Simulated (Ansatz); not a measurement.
Ansatz (an electronic-structure program) input (B3LYP/6-31G**): The .json file is the Basis Set Exchange's 6-31G**.

Ansatz 0.2 input:
```yaml
crystal:
  periodic: [false, false, false]
  atoms:
    - {symbol: C, position_ang: [0.00000000, -0.00000000, 0.00000000]}
    - {symbol: H, position_ang: [-0.00996657, 1.09156801, -0.02069198]}
    - {symbol: H, position_ang: [0.95018374, -0.53760457, -0.01343118]}
    - {symbol: H, position_ang: [-0.94021717, -0.55396344, 0.03412316]}
basis:
  gaussian:
    orbitals: 6-31G__.json
hamiltonian:
  xc: {name: B3LYP}
total_charge: 1
output: {forces: true}
```

From the last part of the output:

```
Functional definition: B3LYP
integrals: 0.00 GiB planned
304 factors; integrals over basis functions are off by at most 1.0e-3 eV
mean field: 0.05 GiB planned
mean field evaluation 1: about -1072.2058 eV, gradient 3.0e1 eV
mean field evaluation 2: about -1073.1130 eV, gradient 2.3e1 eV
mean field evaluation 4: about -1074.4343 eV, gradient 1.8e-1 eV
mean field evaluation 8: about -1074.4323 eV, gradient 6.4e-4 eV
mean field -1074.43230339 eV, -39.4846588732 hartree, gradient 4.3e-5 eV, S^2 0.000000; 0 other end points of the search recorded, 0 dependent functions left out
the calculation of the forces begins
reference -1074.43242863 eV, -39.4846634758 hartree; 4, 4 occupied and 26, 26 virtual orbitals, 304 factors
Total energy: -1074.43242863 eV, -39.4846634758 hartree
Atom 0 at     0.000000    -0.000000     0.000000 Å, force     0.000000    -0.000013     0.000000 eV/Å
Atom 1 at    -0.009967     1.091568    -0.020692 Å, force    -0.000949     0.103965    -0.001971 eV/Å
Atom 2 at     0.950184    -0.537605    -0.013431 Å, force     0.090504    -0.051197    -0.001279 eV/Å
Atom 3 at    -0.940217    -0.553963     0.034123 Å, force    -0.089555    -0.052755     0.003250 eV/Å
Dipole moment:     0.000000    -0.000000     0.000000 e Å
```

The dipole moment of an ion depends on the origin.
